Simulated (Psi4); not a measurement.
Psi4 input (PBE/pcseg-0):

```
memory 1724 MB

molecule {
0 1
H    -0.00000000   -0.00000000   -0.37201156
H     0.00000000    0.00000000    0.37201156
}

set {
  basis pcseg-0
  scf_type df
}

energy('pbe')
print_variables()
```

Output:

```
-----------------------------------------------------------------------
          Psi4: An Open-Source Ab Initio Electronic Structure Package
                               Psi4 1.11 release

    D. G. A. Smith, L. A. Burns, A. C. Simmonett, R. M. Parrish,
    M. C. Schieber, R. Galvelis, P. Kraus, H. Kruse, R. Di Remigio,
    A. Alenaizan, A. M. James, S. Lehtola, J. P. Misiewicz, M. Scheurer,
    R. A. Shaw, J. B. Schriber, Y. Xie, Z. L. Glick, D. A. Sirianni,
    J. S. O'Brien, J. M. Waldrop, A. Kumar, E. G. Hohenstein,
    B. P. Pritchard, B. R. Brooks, H. F. Schaefer III, A. Yu. Sokolov,
    K. Patkowski, A. E. DePrince III, U. Bozkaya, R. A. King,
    F. A. Evangelista, J. M. Turney, T. D. Crawford, C. D. Sherrill,
    J. Chem. Phys. 152(18) 184108 (2020). https://doi.org/10.1063/5.0006002

                            Additional Code Authors
    E. T. Seidl, C. L. Janssen, E. F. Valeev, M. L. Leininger,
    J. F. Gonthier, R. M. Richard, H. R. McAlexander, M. Saitow, X. Wang,
    P. Verma, M. H. Lechner, A. Jiang, S. Behnle, A. G. Heide,
    M. F. Herbst, D. L. Poole, T. Győri, E. C. Mitchell, J. P. Pederson,
    and A. M. Wallace

             Previous Authors, Complete List of Code Contributors,
                       and Citations for Specific Modules
    https://github.com/psi4/psi4/blob/master/codemeta.json
    https://github.com/psi4/psi4/graphs/contributors
    https://psicode.org/psi4manual/master/introduction.html#citing-psifour

    -----------------------------------------------------------------------

    Threads:    1
    Addons:     a̶d̶c̶c̶, a̶m̶b̶i̶t̶, b̶s̶e̶, c̶c̶t̶3̶, c̶f̶o̶u̶r̶, c̶h̶e̶m̶p̶s̶2̶, c̶p̶p̶e̶, d̶d̶x̶,
                d̶f̶t̶d̶3̶, d̶f̶t̶d̶4̶, dkh, ecpint, einsums, f̶o̶r̶t̶e̶, gauxc, g̶c̶p̶,
                g̶d̶m̶a̶, g̶e̶o̶m̶e̶t̶r̶i̶c̶, g̶p̶u̶_̶d̶f̶c̶c̶, i̶n̶t̶e̶g̶r̶a̶t̶o̶r̶x̶x̶,
                i̶p̶i̶, l̶i̶b̶e̶f̶p̶, m̶d̶i̶, m̶p̶2̶d̶, m̶r̶c̶c̶, ooo,
                o̶p̶e̶n̶f̶e̶r̶m̶i̶o̶n̶p̶s̶i̶4̶, pcmsolver, p̶s̶i̶4̶f̶o̶c̶k̶c̶i̶, p̶s̶i̶x̶a̶s̶,
                p̶y̶e̶i̶n̶s̶u̶m̶s̶, r̶e̶s̶p̶, s̶i̶m̶i̶n̶t̶, s̶n̶s̶m̶p̶2̶,
                v̶2̶r̶d̶m̶_̶c̶a̶s̶s̶c̶f̶

  ==> Input File <==

--------------------------------------------------------------------------
memory 1724 MB

molecule {
0 1
H    -0.00000000   -0.00000000   -0.37201156
H     0.00000000    0.00000000    0.37201156
}

set {
  basis pcseg-0
  scf_type df
}

energy('pbe')
print_variables()
--------------------------------------------------------------------------

   => Libint2 <=

    Primary   basis highest AM E, G, H:  7, 6, 3
    Auxiliary basis highest AM E, G, H:  7, 7, 4
    Onebody   basis highest AM E, G, H:  -, -, -
    Solid Harmonics ordering:            Gaussian

   => Loading Basis Set <=

    Name: PCSEG-0
    Role: ORBITAL
    Keyword: BASIS
    atoms 1-2 entry H          line    13 file pcseg-0.gbs

         ---------------------------------------------------------
                                   SCF
               by Justin Turney, Rob Parrish, Andy Simmonett
                          and Daniel G. A. Smith
                              RKS Reference
                        1 Threads,   1644 MiB Core
         ---------------------------------------------------------

  ==> Geometry <==

    Molecular point group: d2h
    Full point group: D_inf_h

    Geometry (in Angstrom), charge = 0, multiplicity = 1:

       Center              X                  Y                   Z               Mass
    ------------   -----------------  -----------------  -----------------  -----------------
         H            0.000000000000     0.000000000000    -0.372011560000     1.007825032230
         H            0.000000000000     0.000000000000     0.372011560000     1.007825032230

  Running in d2h symmetry.

  Rotational constants: A = ************  B =     60.43221  C =     60.43221 [cm^-1]
  Rotational constants: A = ************  B = 1811712.12794  C = 1811712.12794 [MHz]
  Nuclear repulsion =    0.711237589861455

  Charge       = 0
  Multiplicity = 1
  Electrons    = 2
  Nalpha       = 1
  Nbeta        = 1

  ==> Algorithm <==

  SCF Algorithm Type is DF.
  DIIS enabled.
  MOM disabled.
  Fractional occupation disabled.
  Guess Type is SAD.
  Energy threshold   = 1.00e-06
  Density threshold  = 1.00e-06
  Integral threshold = 1.00e-12

  ==> Primary Basis <==

  Basis Set: PCSEG-0
    Blend: PCSEG-0
    Number of shells: 4
    Number of basis functions: 4
    Number of Cartesian functions: 4
    Spherical Harmonics?: true
    Max angular momentum: 0

  ==> DFT Potential <==

   => LibXC <=

    Version 7.1.2
    S. Lehtola, C. Steigemann, M. J. T. Oliveira, and M. A. L. Marques,  SoftwareX 7, 1–5 (2018) (10.1016/j.softx.2017.11.002)

   => Composite Functional: PBE <=

    PBE GGA Exchange-Correlation Functional

    J.P. Perdew et. al., Phys. Rev. Lett., 77(18), 3865-3868, 1996

    Deriv               =              1
    GGA                 =           TRUE
    Meta                =          FALSE

    Exchange Hybrid     =          FALSE
    MP2 Hybrid          =          FALSE

   => Exchange Functionals <=

    1.0000     XC_GGA_X_PBE

   => Correlation Functionals <=

    1.0000     XC_GGA_C_PBE

   => LibXC Density Thresholds  <==

    XC_GGA_C_PBE:  1.00E-12
    XC_GGA_X_PBE:  1.00E-15

   => Molecular Quadrature <=

    Radial Scheme          =       TREUTLER
    Pruning Scheme         =           NONE
    Nuclear Scheme         =       TREUTLER

    Blocking Scheme        =         OCTREE
    BS radius alpha        =              1
    Pruning alpha          =              1
    Radial Points          =             75
    Spherical Points       =            302
    Total Points           =          44640
    Total Blocks           =            392
    Max Points             =            256
    Max Functions          =              4
    Weights Tolerance      =       1.00E-15

   => Loading Basis Set <=

    Name: (PCSEG-0 AUX)
    Role: JKFIT
    Keyword: DF_BASIS_SCF
    atoms 1-2 entry H          line    18 file def2-universal-jkfit.gbs

  ==> Integral Setup <==

  DFHelper Memory: AOs need 0.000 GiB; user supplied 1.199 GiB.
  SCF_SUBTYPE=INCORE selected. In-core MEM_DF algorithm will be used.
  Using in-core AOs.

  ==> MemDFJK: Density-Fitted J/K Matrices <==

    J tasked:                   Yes
    K tasked:                    No
    wK tasked:                   No
    OpenMP threads:               1
    Algorithm:                 Core
    Schwarz Cutoff:           1E-12
    Mask sparsity (%):       0.0000
    Fitting Condition:        1E-10

   => Auxiliary Basis Set <=

  Basis Set: (PCSEG-0 AUX)
    Blend: DEF2-UNIVERSAL-JKFIT
    Number of shells: 12
    Number of basis functions: 36
    Number of Cartesian functions: 40
    Spherical Harmonics?: true
    Max angular momentum: 2

  Cached 100.0% of DFT collocation blocks in 0.005 [GiB].

  Minimum eigenvalue in the overlap matrix is 3.2817080336E-01.
  Reciprocal condition number of the overlap matrix is 1.9629445641E-01.
    Using symmetric orthogonalization.

  ==> Pre-Iterations <==

  SCF Guess: Superposition of Atomic Densities via on-the-fly atomic UHF (no occupation information).

   -------------------------
    Irrep   Nso     Nmo
   -------------------------
     Ag         2       2
     B1g        0       0
     B2g        0       0
     B3g        0       0
     Au         0       0
     B1u        2       2
     B2u        0       0
     B3u        0       0
   -------------------------
    Total       4       4
   -------------------------

  ==> Iterations <==

                           Total Energy        Delta E     RMS |[F,P]|

   @DF-RKS iter SAD:    -0.94623457739828   -9.46235e-01   0.00000e+00
   @DF-RKS iter   1:    -1.14871015288207   -2.02476e-01   3.05898e-02 ADIIS/DIIS
   @DF-RKS iter   2:    -1.15543991586979   -6.72976e-03   8.89677e-03 ADIIS/DIIS
   @DF-RKS iter   3:    -1.15604531384981   -6.05398e-04   1.88456e-04 ADIIS/DIIS
   @DF-RKS iter   4:    -1.15604558655504   -2.72705e-07   1.28901e-06 DIIS
   @DF-RKS iter   5:    -1.15604558656780   -1.27560e-11   1.18796e-09 DIIS
  Energy and wave function converged.

  ==> Post-Iterations <==

   Electrons on quadrature grid:
      Ntotal   =    1.9999999998 ; deviation = -2.383e-10

    Orbital Energies [Eh]
    ---------------------

    Doubly Occupied:

       1Ag    -0.382747

    Virtual:

       1B1u    0.060017     2Ag     0.429879     2B1u    0.883970

    Final Occupation by Irrep:
             Ag   B1g   B2g   B3g    Au   B1u   B2u   B3u
    DOCC [     1,    0,    0,    0,    0,    0,    0,    0 ]
    NA   [     1,    0,    0,    0,    0,    0,    0,    0 ]
    NB   [     1,    0,    0,    0,    0,    0,    0,    0 ]

  @DF-RKS Final Energy:    -1.15604558656780

   => Energetics <=

    Nuclear Repulsion Energy =              0.7112375898614546
    One-Electron Energy =                  -2.4797402909043047
    Two-Electron Energy =                   1.2958292335667851
    DFT Exchange-Correlation Energy =      -0.6833721190917333
    Empirical Dispersion Energy =           0.0000000000000000
    VV10 Nonlocal Energy =                  0.0000000000000000
    Total Energy =                         -1.1560455865677985

Computation Completed

Properties will be evaluated at   0.000000,   0.000000,   0.000000 [a0]

Properties computed using the SCF density matrix

 Multipole Moments:

 ------------------------------------------------------------------------------------
     Multipole            Electronic (a.u.)      Nuclear  (a.u.)        Total (a.u.)
 ------------------------------------------------------------------------------------

 L = 1.  Multiply by 2.5417464519 to convert [e a0] to [Debye]
 Dipole X            :          0.0000000            0.0000000            0.0000000
 Dipole Y            :          0.0000000            0.0000000            0.0000000
 Dipole Z            :          0.0000000            0.0000000            0.0000000
 Magnitude           :                                                    0.0000000

 ------------------------------------------------------------------------------------

  Variable Map:
  ----------------------------------------------------------------------------
  "CURRENT ENERGY"              =>      -1.156045586568
  "CURRENT REFERENCE ENERGY"    =>      -1.156045586568
  "DD SOLVATION ENERGY"         =>       0.000000000000
  "DFT FUNCTIONAL TOTAL ENERGY" =>      -1.156045586568
  "DFT TOTAL ENERGY"            =>      -1.156045586568
  "DFT VV10 ENERGY"             =>       0.000000000000
  "DFT XC ENERGY"               =>      -0.683372119092
  "GRID ELECTRONS ALPHA"        =>       0.999999999881
  "GRID ELECTRONS BETA"         =>       0.999999999881
  "GRID ELECTRONS TOTAL"        =>       1.999999999762
  "NUCLEAR REPULSION ENERGY"    =>       0.711237589861
  "ONE-ELECTRON ENERGY"         =>      -2.479740290904
  "PCM POLARIZATION ENERGY"     =>       0.000000000000
  "PE ENERGY"                   =>       0.000000000000
  "SCF ITERATION ENERGY"        =>      -1.156045586568
  "SCF ITERATIONS"              =>       5.000000000000
  "SCF TOTAL ENERGY"            =>      -1.156045586568
  "TWO-ELECTRON ENERGY"         =>       1.295829233567
  "XC GRID RADIAL POINTS"       =>      75.000000000000
  "XC GRID SPHERICAL POINTS"    =>     302.000000000000
  "XC GRID TOTAL POINTS"        =>   44640.000000000000

  Array Variable Map:
  ----------------------------------------------------------------------------
  "CURRENT DIPOLE"              =>       0.000000000000 ... 0.000000000000 1 by 3
  "SCF DIPOLE"                  =>       0.000000000000 ... 0.000000000000 1 by 3
  "SCF TOTAL ENERGIES"          =>      -0.946234577398 ... -1.156045586568 1 by 6

*** Psi4 exiting successfully. Buy a developer a beer!
```
